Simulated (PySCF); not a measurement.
A structure optimised at PBE-D3(BJ)/def2-TZVPD, used in a PySCF frequency run:

```
P
H 1 1.4358
H 1 1.4358 2 90.85
```
Charge 0, spin multiplicity 2.

Problem. Write its SMILES, formula and point group.

Solution. [PH2], H2P, C2v

Problem. What are its rotational constants (standard atomic weights)?

Solution. 262.96, 239.65, 125.38 GHz
